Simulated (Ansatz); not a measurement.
**AlH₄+ (singlet): wave-function methods side by side at scale of all distances = 0.897, cc-pVDZ**

How much of the correlation energy of AlH₄+ (singlet) does each wave-function method recover here?

Method: cc-pVDZ, core rule «outside noble gas», up to 5 orbitals frozen; program: Ansatz 0.2.0, Gaussian basis.

Plan: UHF; CCSD(T) on RHF; BCCD(T) on RHF; CISD; CCSDT(Q) on RHF; CASSCF and MRCISD+Q, 2 electrons in 2 orbitals; CASSCF and NEVPT2, 2 electrons in 2 orbitals; Full CI.

17 further runs of the same task are left out: 6 for a known fault of the program, 10 that didn't finish, 1 set aside as unsound or not needed.

## 1. The system

The geometry derives from a PBE0/def2-TZVP stationary point (not a proven minimum). All distances are scaled together.

5 atoms, charge 1, spin multiplicity 1.

Atoms are counted from 1 here; the program's logs count them from 0.

Bond lengths: Al1–H4 1.392 Å, Al1–H5 1.392 Å, H2–H3 0.690 Å. Angles: H4–Al1–H5 164.0°.

## 2. UHF

in.yaml reads:

```yaml
crystal:
  periodic: [false, false, false]
  atoms:
    - {symbol: Al, position_ang: [0.000000, 0.000000, -0.106402]}
    - {symbol: H, position_ang: [0.000000, -0.345158, 1.724420]}
    - {symbol: H, position_ang: [0.000000, 0.345160, 1.724420]}
    - {symbol: H, position_ang: [0.000000, 1.378631, -0.300290]}
    - {symbol: H, position_ang: [0.000000, -1.378631, -0.300289]}
basis:
  gaussian: {orbitals: cc-pVDZ}
total_charge: 1
magnetization: {spin_polarized: true, initial_magnetization: 0}
hamiltonian: {xc: hf}
output: {orbitals: {seedname: orbitals}}
```

On the command line:

```
ansatz run in.yaml --threads 1 --pin off --events-out ev --progress --plain --max-ram 2393MiB
```

After this run come: CCSD(T) on RHF; BCCD(T) on RHF; CISD; CCSDT(Q) on RHF; CASSCF and MRCISD+Q, 2 electrons in 2 orbitals; CASSCF and NEVPT2, 2 electrons in 2 orbitals; Full CI.

**Question.** What will the summary of the whole plan be? Wanted: FCI below the RHF energy; RMP2 from FCI; RCCSD from FCI; RCCSD(T) from FCI; RCCSDT(Q) from FCI; NEVPT2 pair from FCI; T1 diagnostic; effectively unpaired electrons.

The runs gave:

```
                         quantity                                        value
         FCI below the RHF energy                                   -2.8475 eV
                    RMP2 from FCI                                 +66.5 kJ/mol
                   RCCSD from FCI                                  +2.7 kJ/mol
                RCCSD(T) from FCI                                  +0.7 kJ/mol
               RCCSDT(Q) from FCI                                   0.0 kJ/mol
             NEVPT2 pair from FCI                                 +65.7 kJ/mol
levels within 1 kcal/mol (43 meV)  RCCSD, RCCSD(T), BCCD(T), RCCSDT, RCCSDT(Q)
                    T1 diagnostic                                        0.007
   effectively unpaired electrons                                         0.02
```

**Reading.** RCCSD(T) lands +0.7 kJ/mol from the yardstick (0.3 % of the correlation energy). One determinant dominates. These misses are within one basis, not against nature.
